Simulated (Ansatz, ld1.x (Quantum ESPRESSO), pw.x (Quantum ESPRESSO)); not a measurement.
pw.x on bcc As: one setting changed

Potential: PAW, ld1.x (Quantum ESPRESSO) 7.5, PBEsol; core [Ar] 3d10, reference 4s2 4p3; waves: 4s (bound): rcut 1.30, rcutus 1.50 bohr; 4s channel at 0.1 Ry: rcut 1.30, rcutus 1.50 bohr; 4p (bound): rcut 1.55, rcutus 1.80 bohr; 4p channel at 4.35 Ry: rcut 1.55, rcutus 1.80 bohr; 4d channel at 0.4 Ry: rcut 1.60, rcutus 2.05 bohr; 4d channel at 3.2 Ry: rcut 1.60, rcutus 2.05 bohr; local part: all-electron potential smoothed inside 1.35 bohr (lloc = -1); core correction: Bessel-smoothed model core inside 1.15 bohr; augmentation: PSQ, inside the norm-conserving radii.

The reference run (k-mesh 14³, cutoffs 40/320 Ry, Fermi–Dirac 0.01 Ry, mixing_beta 0.4, conv_thr 1e-9, no spin) gives 0.05 GPa at 18.118 Å³/atom, where all-electron LAPW gives 0.31 GPa. This run, with its own iteration cap, changes degauss to 0.005.

```
&control
  calculation='scf', prefix='x', pseudo_dir='./', outdir='./tmp', tstress=.true., disk_io='none'
/
&system
  ibrav=0, nat=1, ntyp=1, ecutwfc=40, ecutrho=320, nbnd=9,
  occupations='smearing', smearing='fd', degauss=0.005
/
&electrons
  conv_thr=1e-09, mixing_beta=0.4, electron_maxstep=50
/
ATOMIC_SPECIES
As 1.0 As.UPF
CELL_PARAMETERS angstrom
  -1.65456343 1.65456343 1.65456343
  1.65456343 -1.65456343 1.65456343
  1.65456343 1.65456343 -1.65456343
ATOMIC_POSITIONS crystal
As 0.0000 0.0000 0.0000
K_POINTS automatic
14 14 14 0 0 0
```

```bash
pw.x < As.scf.in > As.scf.out
```

Task: How does the run end?

Result: It converges in 5 iterations; the free energy moves by +10.0 meV/atom and the pressure by -0.13 GPa. In a metal, with Fermi–Dirac smearing, F lies below its zero-width value by a term in the square of the width.

```
Message from routine setup:
     using ibrav=0 with symmetry is DISCOURAGED, use correct ibrav instead
     lattice parameter (alat)  =       5.4156  a.u.
     unit-cell volume          =     122.2663 (a.u.)^3
     number of electrons       =         5.00
     number of Kohn-Sham states=            9
     kinetic-energy cutoff     =      40.0000  Ry
     charge density cutoff     =     320.0000  Ry
     scf convergence threshold =      1.0E-09
     Exchange-correlation= SLA  PW   PSX  PSC
     number of k points=   104  Fermi-Dirac smearing, width (Ry)=  0.0050
     iteration #  1     ecut=    40.00 Ry     beta= 0.40
     total energy              =    -172.73703934 Ry
     estimated scf accuracy    <       0.00156938 Ry
     iteration #  2     ecut=    40.00 Ry     beta= 0.40
     total energy              =    -172.73693097 Ry
     estimated scf accuracy    <       0.00045188 Ry
     iteration #  3     ecut=    40.00 Ry     beta= 0.40
     c_bands:  2 eigenvalues not converged
     total energy              =    -172.73696304 Ry
     estimated scf accuracy    <       0.00000551 Ry
     iteration #  4     ecut=    40.00 Ry     beta= 0.40
     total energy              =    -172.73696798 Ry
     estimated scf accuracy    <          2.3E-09 Ry
     iteration #  5     ecut=    40.00 Ry     beta= 0.40
     the Fermi energy is     9.4266 ev
!    total energy              =    -172.73696803 Ry
     estimated scf accuracy    <          6.5E-11 Ry
     smearing contrib. (-TS)   =      -0.00043420 Ry
     convergence has been achieved in   5 iterations
          total   stress  (Ry/bohr**3)                   (kbar)     P=       -0.75
     Message from routine punch:
     Nothing written, as per user request (disk_io='none')
```

The run took about 6.4 s on one core of a shared host (Neoverse-V2, 96 threads, 742 GiB, load 68).
